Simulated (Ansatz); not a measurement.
Process, species as SMILES: CN (CH3-NH2) + [H][H] (H2) → C (CH4) + N (NH3)
B3LYP-D3(BJ)/def2-TZVP geometries, fixed; electronic energies without zero-point terms.

How fast the energy of full hydrogenation converges with the basis for several methods (Ansatz, a first-principles code): deviation from each method's own reference, in kcal/mol. References: CCSD(T) -26.57 kcal/mol, Hartree-Fock in cc-pVQZ plus the correlation part extrapolated as X^-3 from cc-pVTZ and cc-pVQZ; HF -28.41 kcal/mol, the value in aug-pcseg-3; MP2 -26.61 kcal/mol, Hartree-Fock in aug-cc-pVQZ plus the correlation part extrapolated as X^-3 from aug-cc-pVTZ and aug-cc-pVQZ; PBE -26.40 kcal/mol, the value in aug-pcseg-3; PBE0 -26.96 kcal/mol, the value in aug-pcseg-3; wB97M-V -26.60 kcal/mol, the value in aug-pcseg-3. Cartesian d functions, on some or all atoms, in 6-31+G*, 6-31G**; all else is spherical. In correlated methods cores are frozen. No added dispersion term, no relativity. Functionals ending in -V hold VV10 correlation. 

```json
[
 {"basis": "6-31+G*", "functions": "48", "CCSD(T)": "3.85", "HF": "0.60", "MP2": "[?]", "PBE": "1.94", "PBE0": "1.62", "wB97M-V": "1.51"},
 {"basis": "cc-pVDZ", "functions": "53", "CCSD(T)": "1.72", "HF": "0.86", "MP2": "[?]", "PBE": "3.15", "PBE0": "2.38", "wB97M-V": "2.03"},
 {"basis": "6-31G**", "functions": "55", "CCSD(T)": "1.70", "HF": "0.73", "MP2": "[?]", "PBE": "2.70", "PBE0": "1.94", "wB97M-V": "2.29"},
 {"basis": "def2-TZVPD", "functions": "119", "CCSD(T)": "1.14", "HF": "0.40", "MP2": "[?]", "PBE": "0.57", "PBE0": "0.51", "wB97M-V": "0.46"},
 {"basis": "def2-TZVPP", "functions": "132", "CCSD(T)": "-0.04", "HF": "-0.05", "MP2": "[?]", "PBE": "0.28", "PBE0": "0.16", "wB97M-V": "0.11"},
 {"basis": "aug-pcseg-2", "functions": "207", "CCSD(T)": "-0.09", "HF": "-0.15", "MP2": "[?]", "PBE": "-0.10", "PBE0": "-0.10", "wB97M-V": "-0.38"},
 {"basis": "aug-cc-pVTZ", "functions": "207", "CCSD(T)": "-0.24", "HF": "-0.07", "MP2": "[?]", "PBE": "-0.07", "PBE0": "-0.06", "wB97M-V": "-0.06"},
 {"basis": "cc-pVQZ", "functions": "260", "CCSD(T)": "0.01", "HF": "0.12", "MP2": "[?]", "PBE": "0.39", "PBE0": "0.27", "wB97M-V": "0.31"}
]
```

**Question.** Complete the blanks.

**Answer.** 
- 6-31+G*, MP2: 3.09
- cc-pVDZ, MP2: 1.66
- 6-31G**, MP2: 1.52
- def2-TZVPD, MP2: 1.09
- def2-TZVPP, MP2: -0.10
- aug-pcseg-2, MP2: -0.21
- aug-cc-pVTZ, MP2: -0.26
- cc-pVQZ, MP2: -0.01

Mean absolute deviation over def2-TZVPD, def2-TZVPP, aug-pcseg-2, aug-cc-pVTZ: HF 0.17, PBE0 0.21, wB97M-V 0.25, PBE 0.25, CCSD(T) 0.38, MP2 0.42 kcal/mol.
